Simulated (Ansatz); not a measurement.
Cubic anti-perovskite Sr₃SbN (cell taken from a computed entry) was calculated with r²SCAN (Ansatz, a first-principles code, plane waves, PAW).

Settings: plane-wave cutoff 560 eV, 8×8×8 k mesh, Fermi–Dirac smearing 0.01 eV, scalar-relativistic PAW data made under PBE.

Cell (relaxed with PBEsol):

```xyz
5
Lattice="5.1316 0.0000 0.0000 0.0000 5.1316 0.0000 0.0000 0.0000 5.1316" Properties=species:S:1:pos:R:3 pbc="T T T"
Sr     0.0000     2.5658     2.5658
Sr     2.5658     0.0000     2.5658
Sr     2.5658     2.5658     0.0000
Sb     0.0000     0.0000     0.0000
N      2.5658     2.5658     2.5658
```

Q: What does this level give for the band gap?

A: 
- band gap = 0.51 eV

Measured, for comparison: band gap 1.15 eV (temperature not stated, the source names no phase, not corrected to a static lattice; as tabulated in Monga et al. (2024), arXiv:2404.16494).

Note: cell and atoms aren't relaxed at this level (pressure 1.7 GPa); this cell isn't known to be the ambient phase, and symmetry holds it in the calculation.

Spin–orbit coupling is not included.

Computed values are for the static lattice.

Cost on a shared machine: around 40 core-seconds (rough).
